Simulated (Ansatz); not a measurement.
Ansatz (a program for electronic structure) input (r2SCAN0/def2-TZVPD):

Ansatz 0.2 input:
```yaml
crystal:
  periodic: [false, false, false]
  atoms:
    - {symbol: C, position_ang: [-0.00170870, -0.66567344, 0.81387215]}
    - {symbol: C, position_ang: [-0.00719668, 0.66934088, 0.81082855]}
    - {symbol: C, position_ang: [0.00705435, -0.78630365, -0.69668354]}
    - {symbol: C, position_ang: [0.00060264, 0.78315033, -0.70026163]}
    - {symbol: H, position_ang: [-0.00295721, -1.40814764, 1.60151577]}
    - {symbol: H, position_ang: [-0.01456410, 1.41536330, 1.59507864]}
    - {symbol: H, position_ang: [-0.87601309, -1.24870475, -1.14280492]}
    - {symbol: H, position_ang: [0.89873399, -1.24138698, -1.13309362]}
    - {symbol: H, position_ang: [0.88851889, 1.24355459, -1.13875886]}
    - {symbol: H, position_ang: [-0.88622818, 1.23623681, -1.14847016]}
basis:
  gaussian:
    orbitals: def2-TZVPD
hamiltonian:
  xc: {name: r2SCAN0}
output: {forces: true}
```

Output:

```
Functional definition: r2SCAN0
integrals: 0.09 GiB planned
1002 factors; their error is unknown
mean field: 1.04 GiB planned
mean field evaluation 1: about -4235.1721 eV, gradient 5.6e1 eV
mean field evaluation 2: about -4232.2593 eV, gradient 6.5e1 eV
mean field evaluation 4: about -4242.6319 eV, gradient 6.3e-1 eV
mean field evaluation 8: about -4242.6141 eV, gradient 6.3e-1 eV
mean field evaluation 16: about -4242.6147 eV, gradient 6.6e-6 eV
mean field -4242.61466600 eV, -155.9132132281 hartree, gradient 1.2e-5 eV, S^2 0.000000; 0 other end points of the search recorded, 0 dependent functions left out
the calculation of the forces begins
reference -4242.61467577 eV, -155.9132135871 hartree; 15, 15 occupied and 187, 187 virtual orbitals, 1002 factors
Total energy: -4242.61467577 eV, -155.9132135871 hartree
Atom 0 at    -0.001709    -0.665673     0.813872 Å, force     0.000193     0.261663    -0.232383 eV/Å
Atom 1 at    -0.007197     0.669341     0.810829 Å, force     0.002348    -0.262710    -0.231188 eV/Å
Atom 2 at     0.007054    -0.786304    -0.696684 Å, force    -0.002010     0.238628     0.187595 eV/Å
Atom 3 at     0.000603     0.783150    -0.700262 Å, force    -0.000052    -0.237778     0.188681 eV/Å
Atom 4 at    -0.002957    -1.408148     1.601516 Å, force     0.000097     0.067325    -0.068493 eV/Å
Atom 5 at    -0.014564     1.415363     1.595079 Å, force     0.000652    -0.067634    -0.068185 eV/Å
Atom 6 at    -0.876013    -1.248705    -1.142805 Å, force     0.083754     0.057907     0.056324 eV/Å
Atom 7 at     0.898734    -1.241387    -1.133094 Å, force    -0.084840     0.057212     0.055401 eV/Å
Atom 8 at     0.888519     1.243555    -1.138759 Å, force    -0.084368    -0.057655     0.055663 eV/Å
Atom 9 at    -0.886228     1.236237    -1.148470 Å, force     0.084226    -0.056959     0.056586 eV/Å
Dipole moment:     0.000186    -0.000076    -0.033878 e Å
```
